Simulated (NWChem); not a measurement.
**Basis-set dependence for Cl (+1)**

```
Cl
```
Charge +1, spin multiplicity 3.

Everything below was run with NWChem.

Hartree-Fock energies in Ha, correlation energies in mHa.

The correlated methods keep 5 core orbitals frozen. No SCF solution was tested for a lower state. Open-shell Hartree-Fock references start from PBE0 orbitals. No row is a measurement; the coupled-cluster row has its own basis-set and correlation limits.

```csv
basis,functions,UHF,UMP2,SCS-UMP2,CCSD on ROHF,CCSD[T] on ROHF,CCSD(T) on ROHF,CCSD on UHF,CCSD[T] on UHF,CCSD(T) on UHF,CCSDT on ROHF,URI-MP2
3-21G,13,-456.84102,-17.0,-17.0,-21.6,-21.8,-21.8,-21.2,-21.3,-21.3,-21.8,not run
cc-pVDZ,18,-459.03696,-87.4,-86.3,-111.0,-112.2,-112.3,-106.6,-107.7,-107.6,-112.5,-87.4
cc-pVTZ,34,-459.05274,-123.6,-123.6,-153.9,-158.5,-158.6,-147.8,-152.1,-152.0,-159.0,-123.6
cc-pVQZ,59,-459.05671,-135.4,-136.6,-164.8,-170.4,-170.5,-158.5,-163.8,-163.7,not run,-135.4
```

From cc-pVTZ to cc-pVQZ the Hartree-Fock energy moves by -4.0 mHa and the UMP2 correlation energy by -11.8 mHa, which is 9 % of its value in the larger set.
